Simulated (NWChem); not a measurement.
System: diphosphorus (P$_{2}$); SMILES P#P

Program: NWChem. Geometry: optimised at PBE0/def2-SVP.

For level PBE0/def2-TZVPD:

```yaml
highest occupied level (eV): -8.10
orbital gap (eV): 5.49
```

Question: What are these values for level Hartree-Fock/def2-TZVPD?

Answer: 
- highest occupied level (eV): -10.09
- orbital gap (eV): 10.64
